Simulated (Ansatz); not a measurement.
System: NH, charge 0, singlet. This singlet is an excited state, 1.9 eV above the triplet at CCSD(T)/cc-pV5Z (Ansatz, a program for electronic structure). NH (SMILES [NH]).
B3LYP-D3(BJ)/def2-TZVP minimum from Ansatz:
```xyz
2

N      0.0000     0.0000    -0.1300
H      0.0000     0.0000     0.9099
```
Charge 0, spin multiplicity 1.

Total energies in cc-pVTZ, 6 correlated electrons, 1 frozen orbitals. Radicals and triplets start from unrestricted determinants; spin-orbit coupling is neglected. Cores are frozen in correlated methods. No relativity. The restricted determinant of HN ([NH], singlet) is unstable towards broken spin symmetry in at least one set run.

```csv
method,program,energy (Eh),error against FCI (mEh)
HF,Ansatz,-54.87422,205.88
MP2,Ansatz,-55.03171,48.39
CCSD,Ansatz,-55.06085,19.25
CCSD(T),Ansatz,-55.06961,10.48
CCSDT(Q),Ansatz,-55.08060,-0.50
CCSDTQ,Ansatz,-55.08008,0.01
FCI,Ansatz,-55.08010,0.00
```

Rough core times of Ansatz's runs on a shared machine: CCSD(T) under 20 s, CCSDT(Q) under 20 s, CCSDTQ 2 min, FCI 3 min.
